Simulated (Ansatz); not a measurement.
Reaction (SMILES): Cl atom → [Cl-] (an electron is taken up)
B3LYP-D3(BJ)/def2-TZVP geometries, fixed; electronic energies without zero-point terms; positive where energy is released.
Largest species:
```
Cl
```
Charge 0, spin multiplicity 2.

Basis-set convergence of the adiabatic electron affinity at PBE0 with Ansatz (an electronic-structure program). Cartesian d functions, on some or all atoms, in 6-311G**, 6-311+G**; all else is spherical. The program fits the integrals of some runs and decomposes those of others, by size. Open shells are unrestricted. No added dispersion term, no relativity. Functions are those of the species that has most. Reference: the value in aug-cc-pV(5+d)Z, 3.566 eV. Deviations are taken from unrounded values.

```tsv
basis	functions	adiabatic electron affinity (eV)
def2-SVP	18	2.438
def2-SVPD	27	3.694
pcseg-1	18	3.447
aug-pcseg-1	27	3.660
cc-pV(D+d)Z	23	2.968
aug-cc-pV(D+d)Z	32	3.628
6-311G**	27	3.573
6-311+G**	31	3.620
pcseg-2	34	3.374
aug-pcseg-2	50	3.582
def2-TZVP	37	3.264
def2-TZVPD	46	3.575
cc-pV(T+d)Z	39	3.284
aug-cc-pV(T+d)Z	55	3.572
def2-TZVPP	42	3.263
def2-TZVPPD	51	3.574
cc-pV(Q+d)Z	64	3.425
aug-cc-pV(Q+d)Z	89	3.567
pcseg-3	64	3.523
aug-pcseg-3	89	3.566
def2-QZVPP	70	3.478
def2-QZVPPD	79	3.565
cc-pV(5+d)Z	100	3.480
aug-cc-pV(5+d)Z	136	3.566
```

What the diffuse functions change, pair by pair:
- def2-SVP to def2-SVPD: 9 more functions, deviation -1.128 to 0.128 eV
- pcseg-1 to aug-pcseg-1: 9 more functions, deviation -0.119 to 0.094 eV
- cc-pV(D+d)Z to aug-cc-pV(D+d)Z: 9 more functions, deviation -0.598 to 0.062 eV
- 6-311G** to 6-311+G**: 4 more functions, deviation 0.007 to 0.054 eV
- pcseg-2 to aug-pcseg-2: 16 more functions, deviation -0.192 to 0.016 eV
- def2-TZVP to def2-TZVPD: 9 more functions, deviation -0.302 to 0.009 eV
- cc-pV(T+d)Z to aug-cc-pV(T+d)Z: 16 more functions, deviation -0.282 to 0.006 eV
- def2-TZVPP to def2-TZVPPD: 9 more functions, deviation -0.303 to 0.008 eV
- cc-pV(Q+d)Z to aug-cc-pV(Q+d)Z: 25 more functions, deviation -0.141 to 0.001 eV
- pcseg-3 to aug-pcseg-3: 25 more functions, deviation -0.043 to 0.000 eV
- def2-QZVPP to def2-QZVPPD: 9 more functions, deviation -0.088 to -0.001 eV
- cc-pV(5+d)Z to aug-cc-pV(5+d)Z: 36 more functions, deviation -0.086 to 0.000 eV

Leaving out the reference's own pair, they bring the value nearer the reference by more than 0.001 eV in 10 of 11 pairs.
